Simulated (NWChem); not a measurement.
# C2HF (fluoroacetylene) at 4 levels

Wanted: a comparison of 4 runs (B3LYP/6-31G*, B3LYP/cc-pVTZ, MP2/cc-pVTZ, CCSD(T)/cc-pVTZ) of C2HF (fluoroacetylene). 

The calculation is run with NWChem 7.3.0.

3 further runs of the same task are left out: 3 set aside as unsound or not needed. Runs told in other sessions of the task aren't counted.

## Step 1: The structure to begin with

C2HF has 4 atoms, charge 0, and is taken as a singlet. SMILES: `C#CF`. The C1–H4 distance was set to 2.338 Å, away from the relaxed value. At this shape a bond of the SMILES string is far longer than usual.

Bond lengths: C1–C2 1.192 Å, C2–F3 1.270 Å. Angles: C1–C2–F3 180.0°.

## Step 2: A single-point energy at B3LYP/6-31G(d) (spherical functions) (run 1)

Contents of run.py:

```python
from ase import Atoms
from ase.calculators.nwchem import NWChem

system = Atoms(['C', 'C', 'F', 'H'], positions=[
    [0.349136, -0.439254, 0.280589],
    [1.013436, -1.273204, 0.814619],
    [1.720766, -2.161374, 1.383109],
    [-0.952830, 1.196740, -0.765890],
])

calc = NWChem(
    label='c2hf',
    theory='dft',
    memory='2200 mb',
    basis='6-31G*',
    basispar='spherical bse',
    dft={'xc': 'b3lyp', 'mult': '1', 'grid': 'xfine', 'convergence': 'energy 1e-08', 'iterations': '100', 'mulliken': None},
    task='energy',
)
system.calc = calc

print("Total energy (eV):", round(system.get_potential_energy(), 6))
print("dipole (e A):", system.get_dipole_moment().round(4))
```

On the command line:

```sh
$ export ASE_NWCHEM_COMMAND="nwchem PREFIX.nwi > PREFIX.nwo"
$ python run.py
```

What it wrote:

```text
Total energy (eV): -4797.84155
dipole (e A): [-0.1735  0.2182 -0.1395]
```

The calculator wrote c2hf.nwi:

```
title "c2hf"

permanent_dir c2hf

scratch_dir c2hf

start c2hf

geometry units angstrom nocenter noautosym noautoz
  C  3.4913600000000000e-01 -4.3925399999999998e-01 2.8058899999999998e-01
  C  1.0134360000000000e+00 -1.2732040000000000e+00 8.1461899999999998e-01
  F  1.7207660000000000e+00 -2.1613739999999999e+00 1.3831089999999999e+00
  H  -9.5282999999999995e-01 1.1967399999999999e+00 -7.6588999999999996e-01
end

memory 2200 mb

basis spherical bse noprint
   * library 6-31G*
end

dft
  xc b3lyp
  mult 1
  grid xfine
  convergence energy 1e-08
  iterations 100
  mulliken
end

task dft energy
```

c2hf.nwo:

```text
Northwest Computational Chemistry Package (NWChem) 7.3.0
             --------------------------------------------------------

           Job information
           ---------------

    nwchem branch   = 7.3.0
    use scalapack   = T
    input           = c2hf.nwi
    prefix          = c2hf.
    data base       = c2hf/c2hf.db
    status          = startup
    nproc           =        1

           Memory information
           ------------------

    heap     =     72089596 doubles =      550.0 Mbytes
    stack    =     72089601 doubles =      550.0 Mbytes
    global   =    144179200 doubles =     1100.0 Mbytes (distinct from heap & stack)
    total    =    288358397 doubles =     2200.0 Mbytes
    verify   = yes
    hardfail = no

[... 87 lines left out ...]
  convergence criterion.
[... 18 lines left out ...]
          Convergence on density requested:  1.00D-05
[... 25 lines left out ...]
          Convergence Information
[... 57 lines left out ...]
   convergence    iter        energy       DeltaE   RMS-Dens  Diis-err    time
[... 17 lines left out ...]
           Coulomb energy =      138.961350814666
[... 7 lines left out ...]
                       DFT Final Molecular Orbital Analysis
[... 334 lines left out ...]
 center of mass
 --------------
 x =   2.06476518 y =  -2.59397079 z =   1.65960907

 moments of inertia (a.u.)
 ------------------
         146.224893701686          82.603030651297         -52.876291227169
          82.603030651297         108.285018756927          66.395858179250
         -52.876291227169          66.395858179250         169.506572310379

     Multipole analysis of the density
     ---------------------------------

     L   x y z        total         alpha         beta         nuclear
     -   - - -        -----         -----         ----         -------
     0   0 0 0     -0.000000    -11.000000    -11.000000     22.000000

     1   1 0 0     -0.327917    -21.621321    -21.621321     42.914725
[... 8 lines of this table left out ...]
     2   0 0 2    -11.937620    -45.710306    -45.710306     79.482992

 Task  times  cpu:       14.1s     wall:       14.1s
 Total times  cpu:       14.2s     wall:       14.2s
```

It took 17 s on 1 thread of AMD EPYC, shared host; peak memory 0.13 GiB.

## Step 3: The energy at B3LYP/cc-pVTZ (run 2)

Contents of work.xyz:

```xyz
4
C2HF
C      0.349136    -0.439254     0.280589
C      1.013436    -1.273204     0.814619
F      1.720766    -2.161374     1.383109
H     -0.952830     1.196740    -0.765890
```

Contents of run.py:

```python
from ase.io import read
from ase.calculators.nwchem import NWChem

mol = read('work.xyz')

calc = NWChem(
    label='work',
    theory='dft',
    memory='2200 mb',
    basis='cc-pVTZ',
    basispar='spherical bse',
    dft={'xc': 'b3lyp', 'mult': '1', 'grid': 'fine', 'convergence': 'energy 1e-08', 'iterations': '100', 'mulliken': None},
    task='energy',
)
mol.calc = calc

print("Total energy (eV):", round(mol.get_potential_energy(), 6))
print("dipole (e A):", mol.get_dipole_moment().round(4))
```

On the command line:

```sh
$ export ASE_NWCHEM_COMMAND="nwchem PREFIX.nwi > PREFIX.nwo"
$ python run.py
```

What it wrote:

```text
Total energy (eV): -4800.042492
dipole (e A): [-0.2033  0.2556 -0.1634]
```

The calculator wrote work.nwi:

```
title "work"

permanent_dir work

scratch_dir work

start work

geometry units angstrom nocenter noautosym noautoz
  C  3.4913600000000000e-01 -4.3925399999999998e-01 2.8058899999999998e-01
  C  1.0134360000000000e+00 -1.2732040000000000e+00 8.1461899999999998e-01
  F  1.7207660000000000e+00 -2.1613739999999999e+00 1.3831089999999999e+00
  H  -9.5282999999999995e-01 1.1967399999999999e+00 -7.6588999999999996e-01
end

memory 2200 mb

basis spherical bse noprint
   * library cc-pVTZ
end

dft
  xc b3lyp
  mult 1
  grid fine
  convergence energy 1e-08
  iterations 100
  mulliken
end

task dft energy
```

work.nwo:

```text
Northwest Computational Chemistry Package (NWChem) 7.3.0
             --------------------------------------------------------

           Job information
           ---------------

    nwchem branch   = 7.3.0
    use scalapack   = T
    input           = work.nwi
    prefix          = work.
    data base       = work/work.db
    status          = startup
    nproc           =        1

           Memory information
           ------------------

    heap     =     72089596 doubles =      550.0 Mbytes
    stack    =     72089601 doubles =      550.0 Mbytes
    global   =    144179200 doubles =     1100.0 Mbytes (distinct from heap & stack)
    total    =    288358397 doubles =     2200.0 Mbytes
    verify   = yes
    hardfail = no

[... 87 lines left out ...]
  convergence criterion.
[... 18 lines left out ...]
          Convergence on density requested:  1.00D-05
[... 25 lines left out ...]
          Convergence Information
[... 57 lines left out ...]
   convergence    iter        energy       DeltaE   RMS-Dens  Diis-err    time
[... 15 lines left out ...]
           Coulomb energy =      138.826407697726
[... 7 lines left out ...]
                       DFT Final Molecular Orbital Analysis
[... 759 lines left out ...]
 center of mass
 --------------
 x =   2.06476518 y =  -2.59397079 z =   1.65960907

 moments of inertia (a.u.)
 ------------------
         146.224893701686          82.603030651297         -52.876291227169
          82.603030651297         108.285018756927          66.395858179250
         -52.876291227169          66.395858179250         169.506572310379

     Multipole analysis of the density
     ---------------------------------

     L   x y z        total         alpha         beta         nuclear
     -   - - -        -----         -----         ----         -------
     0   0 0 0     -0.000000    -11.000000    -11.000000     22.000000

     1   1 0 0     -0.384204    -21.649465    -21.649465     42.914725
[... 8 lines of this table left out ...]
     2   0 0 2    -12.490553    -45.986773    -45.986773     79.482992

 Task  times  cpu:       37.9s     wall:       37.9s
 Total times  cpu:       38.0s     wall:       38.0s
```

Run time: 40 s. Hardware: 1 thread of AMD EPYC, shared host; peak memory 0.12 GiB.

Run 3 isn't shown in full; the table further down has it.

## Step 4: The energy at CCSD(T)/cc-pVTZ (run 4)

Contents of mol.nw:

```
start mol
title "C2HF"
memory total 2200 mb

geometry units bohr noautosym nocenter noautoz
C   0.65977142 -0.83006976  0.53023636
C   1.91511648 -2.40600686  1.53940681
F   3.25177646 -4.08440491  2.61369721
H  -1.80058774  2.26151084 -1.44732234
end

basis spherical bse
* library cc-pVTZ
end

scf
thresh 1e-08
maxiter 80
end

ccsd
freeze core 3
maxiter 60
end

task ccsd(t) energy
```

On the command line:

```sh
$ nwchem mol.nw > mol.out
```

What it wrote:

```text
[...]
  functions       =   104
[...]
  wavefunction    = RHF
[...]
         Total SCF energy =   -175.460643475684
      One-electron energy =   -346.938392312282
      Two-electron energy =    118.142741391886
 Nuclear repulsion energy =     53.335007444712
        Time for solution =     42.6s
[...]
 Total MP2 energy:           -176.043756705683137
[...]
             energy      energy      error      ampl     ampl      Block
                                                time     time      time
[...]
 Total CCSD energy:           -176.066673678052126
[...]
 Total CCSD+T(CCSD) energy:           -176.100777032758685
[...]
 Total CCSD(T) energy:                -176.099730384545580
[...]
```

Run time: 7.2 min. Hardware: 1 thread of AMD EPYC, shared host; peak memory 0.28 GiB.

## Step 5: The series

```
run                               level  integration grid  iteration cap  energy (Eh)  HOMO energy (eV)  LUMO energy (eV)  HOMO–LUMO gap (eV)  wall time
  1  B3LYP/6-31G* (spherical functions)             xfine            100  -176.317426             -7.44             -5.31                2.13       17 s
  2                       B3LYP/cc-pVTZ              fine            100  -176.398309             -7.82             -5.67                2.15       40 s
  3                         MP2/cc-pVTZ                 –             80  -176.043757            -11.04             -2.15                8.89       54 s
  4                     CCSD(T)/cc-pVTZ                 –             80  -176.099730            -11.04             -2.15                8.89    7.2 min
```

## Step 6: What came out

```
                                          quantity          value
                               run 4: total energy  -176.09973 Eh
        run 4: HOMO energy (Hartree–Fock orbitals)      -11.04 eV
        run 4: LUMO energy (Hartree–Fock orbitals)       -2.15 eV
      run 4: HOMO–LUMO gap (Hartree–Fock orbitals)        8.89 eV
run 4: correlation energy (3 core orbitals frozen)     -639.1 mEh
                             run 4: (T) correction     -33.06 mEh
```

What this shows: In all runs a closed-shell determinant meets a far-stretched bond; if it breaks into open shells, such a determinant describes it badly, and no broken-symmetry solution was shown. All runs together took 9 min, the longest 7.2 min.
